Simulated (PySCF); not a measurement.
Work out the structure from these simulated measurements.

Elements present: C, F and H. Monoisotopic mass: 76.0688 u.

* Polarisability: 52.2 au [CAM-B3LYP/def2-SVPD]
* XPS: C1s 290.6, C1s 290.8, C1s 290.9, C1s 292.8, F1s 692.0 eV [ΔSCF SCAN, pcX-2 on the ionised atom, pcseg-1 elsewhere, spin-free X2C]
* 1H NMR: chemical shifts (computed TMS as zero) by class: 4.34 (1 H), 1.45 (1 H), 1.35 (1 H), 1.21 (3 H), 1.05 (3 H) ppm [GIAO B97-2/pcSseg-2]
* Rotational structure: rotational constants A, B, C: 8.259, 3.483, 2.702 GHz [PBE0-D3(BJ)/def2-SVP]
* NMR, other nuclei: isotropic shieldings of nuclei other than C and H, by class: 378 (1 F) ppm [GIAO B97-2/pcSseg-2]
* 13C NMR: chemical shifts (computed TMS as zero) by class: 94.2 (1 C), 35.1 (1 C), 23.9 (1 C), 13.0 (1 C) ppm [GIAO B97-2/pcSseg-2]
* Couplings: largest of the computed one-bond spin–spin couplings (means over like bonds): 19F–13C -225.4, 13C–1H +150.6, 13C–1H +133.0 (×3), 13C–1H +132.9 (×3), 13C–1H +131.1, 13C–1H +128.4, 13C–13C +41.9, 13C–13C +40.4 Hz [B3LYP/pcJ-1, spin–dipole term left out for some pairs]

The electronic properties come from PySCF, for the isolated species, density fitting. Levels stand in brackets. The structure is a single PBE0-D3(BJ)/def2-SVP conformer in the gas phase; no vibrational or solvent corrections. Each NMR value is the plain mean over a class of atoms that symmetry, rotation or inversion makes alike.

Task: Which formula fits the mass and the elements?

Result: C4H9F (calculated 76.0688). No other formula that holds each of these elements comes within 0.0003 u with a fitting electron parity and a possible valence count.

Task: Give a SMILES that accounts for the data.

Result: Numbering: `[CH3:1][CH2:2][C@H:3]([CH3:4])[F:5]`. Its formula, C4H9F, gives 0 degrees of unsaturation, so no ring and no π bond. 4 carbons fall into 4 classes; from least to most shielded: sp3 C–F carbon [C3] (94.2 ppm), chain CH2 carbon [C2] (35.1 ppm), methyl carbon [C4] (23.9 ppm), methyl carbon [C1] (13.0 ppm). Hydrogen classes from least to most shielded: 1 H on an sp3 C–F carbon, C3 (4.34 ppm), 1 H on a chain CH2 carbon, C2 (1.45 ppm), 1 H on a chain CH2 carbon, C2 (1.35 ppm), 3 H on a methyl carbon, C4 (1.21 ppm, a mean of values up to 0.6 ppm apart in this geometry), 3 H on a methyl carbon, C1 (1.05 ppm, a mean of values up to 0.7 ppm apart in this geometry). The other shieldings belong to: 378 ppm, alkyl fluorine [F5]. The couplings run between: -225.4 Hz, alkyl fluorine [F5] and sp3 C–F carbon [C3]; +150.6 Hz, sp3 C–F carbon [C3] and its hydrogen; +133.0 Hz, methyl carbon [C1] and its hydrogen (with 2 like pairs); +132.9 Hz, methyl carbon [C4] and its hydrogen (with 2 like pairs); +131.1 Hz, chain CH2 carbon [C2] and its hydrogen; +128.4 Hz, chain CH2 carbon [C2] and its hydrogen; +41.9 Hz, sp3 C–F carbon [C3] and methyl carbon [C4]; +40.4 Hz, chain CH2 carbon [C2] and sp3 C–F carbon [C3]. The core levels belong to: C1s 290.6 eV, methyl carbon [C1]; C1s 290.8 eV, chain CH2 carbon [C2]; C1s 290.9 eV, methyl carbon [C4]; C1s 292.8 eV, sp3 C–F carbon [C3]; F1s 692.0 eV, alkyl fluorine [F5]. The optimised geometry has point group C1 and is an asymmetric top. Structure: `CC[C@H](C)F` (CH3CH2CHFCH3). Computed isomers that give other values at the same levels: `CCCCF` (core binding energies: C1s 290.6, C1s 290.7, C1s 290.8, C1s 293.0, F1s 692.3 eV); `CC(C)(C)F` (13C chemical shifts (computed TMS as zero) by class: 94.1 (1 C), 30.1 (3 C) ppm); `CC(C)CF` (core binding energies: C1s 290.6 (×2), C1s 290.9, C1s 292.9, F1s 692.3 eV). The assignments are read from this structure; whether some other isomer fits the data as well wasn't checked. The mirror image fits equally.

Shape of the structure used: `[CH3:1][CH2:2][C@H:3]([CH3:4])[F:5]`: C1–C2–C3–C4 179°.
